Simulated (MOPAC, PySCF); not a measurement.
Ligands exchanged one at a time, B Cl-SiH3. Gas-phase values, no solvent. Strings in code marks are SMILES.

Quantity: redistribution energy (mixed species minus the weighted end members), in eV. Semi-empirical values (MOPAC) are differences of heats of formation.

Level 1: M06-2X/6-31G* // PBE-D3(BJ)/def2-TZVP (PySCF)
Level 2: SVWN5/6-31G* // PBE-D3(BJ)/def2-TZVP (PySCF)
Level 3: HF/STO-3G // PBE-D3(BJ)/def2-TZVP (PySCF)
Level 4: AM1 // PBE-D3(BJ)/def2-TZVP (MOPAC)

| species | level 1 | level 2 | level 3 | level 4 |
|---|---|---|---|---|
| 1 of 3 Cl replaced by SiH3: `[SiH3]B(Cl)Cl` | -0.111 | -0.066 | -0.308 | -0.015 |
| 2 of 3 Cl replaced by SiH3: `[SiH3]B([SiH3])Cl` | -0.019 | 0.039 | -0.231 | 0.044 |
